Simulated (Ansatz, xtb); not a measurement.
Relative energy of two isomers of C4H4N2

Structure I is `C=N/C=C/C#N`, a singlet and structure II is `c1cncnc1`, a singlet. Both are isolated molecules in the gas phase, relaxed with B3LYP/def2-SVP; the shapes shown needn't be the lowest conformers.

I (Å):

```xyz
10

C    -1.4818    2.2771   -0.5726
C    -0.4048    1.2250    1.1485
C     0.4103    0.2417    1.5895
C     0.7574    0.0807    2.9627
N    -0.7081    1.3330   -0.2020
N     1.0525   -0.0675    4.0771
H    -1.7351    2.3813   -1.6359
H    -1.9233    3.0141    0.1272
H    -0.8363    1.9505    1.8582
H     0.8277   -0.4677    0.8687
```

II (Å):

```xyz
10

C    -1.4827    2.7042    0.4251
C    -1.6643    1.8233   -0.6433
C    -0.8391    0.1197    0.6068
C    -0.9460    2.1594    1.5938
N    -1.3445    0.5296   -0.5588
N    -0.6220    0.8677    1.6911
H    -1.7459    3.7613    0.3508
H    -2.0805    2.1707   -1.5969
H    -0.5746   -0.9425    0.6815
H    -0.7717    2.7831    2.4791
```

Problem. Which of the two would you expect CCSD(T)/def2-SVP + ΔMP2/def2-TZVPP electronic energies to favour?

Solution. Structure II; the calculation gives E(II) − E(I) = −120.8 kJ/mol.

Level by level:

| level | geometry | E(II) − E(I) (kJ/mol) | departure from the last row (kJ/mol) | job, with rough time for the two |
| --- | --- | --- | --- | --- |
| GFN2-xTB | GFN2-xTB | −207.2 | −86.4 | optimisation, 0.14 s |
| HF/STO-3G | GFN2-xTB | −183.3 | −62.5 | single point, 0.32 s |
| r2SCAN-D4/def2-SVP | GFN2-xTB | −160.6 | −39.8 | single point, 3.3 s |
| B3LYP/def2-SVP | B3LYP/def2-SVP | −137.7 | −16.9 | optimisation, 24 s |
| HF/def2-SVP | B3LYP/def2-SVP | −128.1 | −7.2 | part of the CCSD(T) run |
| MP2/def2-SVP | B3LYP/def2-SVP | −129.1 | −8.3 | part of the CCSD(T) run |
| CCSD(T)/def2-SVP | B3LYP/def2-SVP | −115.8 | +5.0 | single point |
| CCSD(T)/def2-SVP + ΔMP2/def2-TZVPP | B3LYP/def2-SVP | −120.8 |  | single point, 24 s |

As drawn, II has 2 C∷C, 4 C∷N in place of 1 C=N, 1 C–N, 1 C=C, 1 C–C, 1 C≡N (∷ is an aromatic bond). Structure I has no ring, II a 6-membered ring (with an aromatic ring).

The levels shown agree on the order. The largest departure from CCSD(T)/def2-SVP + ΔMP2/def2-TZVPP is that of GFN2-xTB, 86.4 kJ/mol. The last row adds to CCSD(T) the change of the MP2 difference between the two basis sets, here −5.0 kJ/mol.

With harmonic frequencies from B3LYP/def2-SVP (ideal gas, rigid rotor, one conformer each, 298.15 K, 1 atm): on the last row, ΔE + ΔZPE = −107.8, ΔH = −112.8, ΔG = −100.4 kJ/mol.

The correlated steps freeze 6 core orbitals. Programs: Ansatz 0.2.0, xtb 6.7.1; the last row on 4 threads of Arm Neoverse N1 on a shared host.
